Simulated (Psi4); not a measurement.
**One shape, several levels: O2 (oxygen)**

Aim: a comparison of 4 runs (UM06-2X/cc-pVDZ, UTPSS/6-311G**, UMP2/6-31G**, UCC3/cc-pCVDZ) of O2 (oxygen). 

Program for the calculation: Psi4 1.11.

### Step 1. The structure to begin with

O2 has 2 atoms, charge 0, and is taken as a triplet. As SMILES, `O=O`. The shape is that of a GFN2-xTB optimisation.

Bond lengths: O1–O2 1.210 Å.

### Step 2. The energy at UM06-2X/cc-pVDZ (run 1)

job.in reads:

```
memory 1.6 GB

molecule mol {
  0 3
  O      0.97685613    -0.31603780     0.50313958
  O     -0.97685613     0.31603780    -0.50313958
  units au
  symmetry c1
  no_reorient
  no_com
}

set {
  basis                cc-pVDZ
  reference            uks
  puream               true
  e_convergence        1e-09
  d_convergence        1e-08
  scf_type             pk
  dft_radial_points    99
  dft_spherical_points 590
  maxiter              200
}

e, wfn = energy("m06-2x", return_wfn=True)
```

The run is started by

```
$ psi4 -n 1 job.in job.out
```

job.out:

```text
[...]
  Running in c1 symmetry.
[...]
  Nuclear repulsion =   27.987630427799996
[...]
  Multiplicity = 3
[...]
  Nalpha       = 9
  Nbeta        = 7
[...]
    Number of basis functions: 28
[...]
   @UKS iter   1:  -150.25972773718851   -4.82761e-01   7.23145e-03 DIIS/ADIIS
[...]
   @UKS iter   8:  -150.27671478970737   -1.30740e-12   3.60659e-09 DIIS
[...]
   @S^2 Observed:                2.009163639E+00
[...]
    Orbital Energies [Eh]
    ---------------------
    Alpha Occupied:
       1A    -19.788301     2A    -19.787993     3A     -1.441251
       4A     -0.956455     5A     -0.657495     6A     -0.657495
       7A     -0.629106     8A     -0.389198     9A     -0.389198
    Alpha Virtual:
      10A      0.282807    11A      0.870510    12A      0.884869
      13A      0.884869    14A      0.969884    15A      0.999794
      16A      0.999794    17A      1.128816    18A      1.732953
      19A      2.128906    20A      2.128906    21A      2.395409
      22A      2.395441    23A      2.690727    24A      2.690761
      25A      2.849320    26A      3.333945    27A      3.333945
[...]
  @UKS Final Energy:  -150.27671478970737
   => Energetics <=
    Nuclear Repulsion Energy =             27.9876304277999957
    One-Electron Energy =                -261.6874470037229798
    Two-Electron Energy =                  91.5913292546438385
    DFT Exchange-Correlation Energy =      -8.1682274684282383
    Empirical Dispersion Energy =           0.0000000000000000
    VV10 Nonlocal Energy =                  0.0000000000000000
    Total Energy =                       -150.2767147897073698
[...]
 Multipole Moments:
 ------------------------------------------------------------------------------------
     Multipole            Electronic (a.u.)      Nuclear  (a.u.)        Total (a.u.)
 ------------------------------------------------------------------------------------
 L = 1.  Multiply by 2.5417464519 to convert [e a0] to [Debye]
 Dipole X            :          0.0000000            0.0000000            0.0000000
 Dipole Y            :         -0.0000000            0.0000000           -0.0000000
 Dipole Z            :          0.0000000            0.0000000            0.0000000
 Magnitude           :                                                    0.0000000
[...]
```

It took 11 s on 1 thread of Intel Xeon Platinum 8259CL at 2.50GHz (Skylake/Cascade Lake), shared host; peak memory 0.45 GiB.

### Step 3. The energy at UTPSS/6-311G(d,p) (run 2)

input.inp reads:

```
memory 1600 MB

molecule {
  0 3
  O      0.516930    -0.167240     0.266250
  O     -0.516930     0.167240    -0.266250
  symmetry c1
}

set {
  reference            uks
  puream               true
  e_convergence        1e-09
  d_convergence        1e-08
  scf_type             pk
  dft_radial_points    99
  dft_spherical_points 590
  maxiter              200
}

E, wfn = energy("tpss/6-311G**", return_wfn=True)
```

The run is started by

```
$ psi4 -n 1 input.inp input.out
```

input.out:

```text
[...]
  Running in c1 symmetry.
[...]
  Nuclear repulsion =   27.987630519836703
[...]
  Multiplicity = 3
[...]
  Nalpha       = 9
  Nbeta        = 7
[...]
    Number of basis functions: 36
[...]
   @UKS iter   1:  -150.36687792534613   -2.77414e-01   7.11784e-03 ADIIS/DIIS
[...]
   @UKS iter   8:  -150.38737571834483   -3.69482e-13   1.64607e-09 DIIS
[...]
   @S^2 Observed:                2.004718521E+00
[...]
    Orbital Energies [Eh]
    ---------------------
    Alpha Occupied:
       1A    -19.027388     2A    -19.027339     3A     -1.224219
       4A     -0.768624     5A     -0.499404     6A     -0.499404
       7A     -0.492717     8A     -0.250508     9A     -0.250508
    Alpha Virtual:
      10A      0.154802    11A      0.644230    12A      0.644230
      13A      0.674393    14A      0.693726    15A      0.744880
      16A      0.760940    17A      0.760940    18A      1.199835
      19A      2.188102    20A      2.188102    21A      2.497838
      22A      2.497839    23A      2.761353    24A      2.761353
      25A      2.773318    26A      3.357544    27A      3.357544
[...]
  @UKS Final Energy:  -150.38737571834483
   => Energetics <=
    Nuclear Repulsion Energy =             27.9876305198367028
    One-Electron Energy =                -261.8487715013507682
    Two-Electron Energy =                 100.5610283724168141
    DFT Exchange-Correlation Energy =     -17.0872631092475622
    Empirical Dispersion Energy =           0.0000000000000000
    VV10 Nonlocal Energy =                  0.0000000000000000
    Total Energy =                       -150.3873757183448276
[...]
 Multipole Moments:
 ------------------------------------------------------------------------------------
     Multipole            Electronic (a.u.)      Nuclear  (a.u.)        Total (a.u.)
 ------------------------------------------------------------------------------------
 L = 1.  Multiply by 2.5417464519 to convert [e a0] to [Debye]
 Dipole X            :          0.0000000            0.0000000            0.0000000
 Dipole Y            :          0.0000000            0.0000000            0.0000000
 Dipole Z            :         -0.0000000            0.0000000           -0.0000000
 Magnitude           :                                                    0.0000000
[...]
```

Run time: 19 s. Hardware: 1 thread of Intel Xeon Platinum 8259CL at 2.50GHz (Skylake/Cascade Lake), shared host; peak memory 0.48 GiB.

Run 3 isn't shown in full; the table further down has it.

### Step 4. The energy at UCC3/cc-pCVDZ (run 4)

job.inp reads:

```
memory 1600 MB

molecule {
  0 3
  O
  O 1 r2

  r2 = 1.210082
  units angstrom
  no_reorient
  no_com
}

set {
  basis cc-pCVDZ
  reference uhf
  freeze_core true
  scf_type pk
  r_convergence 1e-08
  diis_max_vecs 15
}

energy("cc3")
```

The run is started by

```
$ psi4 -n 1 job.inp job.out
```

job.out:

```text
[...]
  Running in d2h symmetry.
[...]
  Nuclear repulsion =   27.987641732444583
[...]
  Multiplicity = 3
[...]
  Nalpha       = 9
  Nbeta        = 7
[...]
    Number of basis functions: 36
[...]
   @UHF iter   1:  -149.58652168985600   -7.39806e-01   2.01407e-02 ADIIS/DIIS
[...]
   @UHF iter  10:  -149.62766161722541   -2.27374e-13   6.41423e-09 DIIS
[...]
   @S^2 Observed:                2.033435366E+00
[...]
    Orbital Energies [Eh]
    ---------------------
    Alpha Occupied:
       1Ag   -20.750179     1B1u  -20.749541     2Ag    -1.716322
       2B1u   -1.202712     1B2u   -0.836813     1B3u   -0.836813
       3Ag    -0.757361     1B3g   -0.550541     1B2g   -0.550541
    Alpha Virtual:
       3B1u    0.424457     2B3u    1.051626     2B2u    1.051626
       4B1u    1.063483     4Ag     1.141709     2B2g    1.161849
       2B3g    1.161849     5Ag     1.262288     5B1u    1.821341
       3B3u    2.368021     3B2u    2.368021     1B1g    2.627257
       6Ag     2.627257     6B1u    2.934516     1Au     2.934516
       7Ag     3.128671     3B2g    3.636798     3B3g    3.636798
[...]
  @UHF Final Energy:  -149.62766161722541
   => Energetics <=
    Nuclear Repulsion Energy =             27.9876417324445832
    One-Electron Energy =                -261.4688594959214356
    Two-Electron Energy =                  83.8535561462514352
    Total Energy =                       -149.6276616172254137
  UHF NO Occupations:
  HONO-2 :    1B2u 1.9936698
  HONO-1 :    1B2g 1.0000000
[...]
 Multipole Moments:
 ------------------------------------------------------------------------------------
     Multipole            Electronic (a.u.)      Nuclear  (a.u.)        Total (a.u.)
 ------------------------------------------------------------------------------------
 L = 1.  Multiply by 2.5417464519 to convert [e a0] to [Debye]
 Dipole X            :          0.0000000            0.0000000            0.0000000
 Dipole Y            :          0.0000000            0.0000000            0.0000000
 Dipole Z            :          0.0000000           -0.0000000           -0.0000000
 Magnitude           :                                                    0.0000000
[...]
      * MP2 total energy                      = -149.978979671534404
[...]
```

It took 26 s on 1 thread of Intel Xeon Platinum 8259CL at 2.50GHz (Skylake/Cascade Lake), shared host; peak memory 0.21 GiB.

### Step 5. All runs side by side

```csv
run,level,frozen core orbitals,integration grid,energy (Eh),HOMO energy (eV),LUMO energy (eV),⟨S²⟩,wall time
1,UM06-2X/cc-pVDZ,0,99 radial × 590 angular,-150.276715,-10.59,-1.15,2.009,11 s
2,UTPSS/6-311G**,0,99 radial × 590 angular,-150.387376,-6.82,-4.12,2.005,19 s
3,UMP2/6-31G** (spherical functions),2,–,-149.942471,-15.04,3.08,2.035,3.3 s
4,UCC3/cc-pCVDZ,2,–,-149.992088,-14.98,3.09,2.033,26 s
```

### Step 6. What came out

```
                                                         quantity          value
                         run 4: ground-state or mean-field energy  -149.99209 Eh
run 4: HOMO energy (Hartree–Fock orbitals) (highest over α and β)      -14.98 eV
 run 4: LUMO energy (Hartree–Fock orbitals) (lowest over α and β)        3.09 eV
               run 4: correlation energy (2 core orbitals frozen)     -364.4 mEh
                         run 4: ⟨S²⟩ of the reference determinant          2.033
                                             run 4: T1 diagnostic          0.019
```

In words: Totals of different functionals can't be ranked against each other. All runs together took 59 s, the longest 26 s.
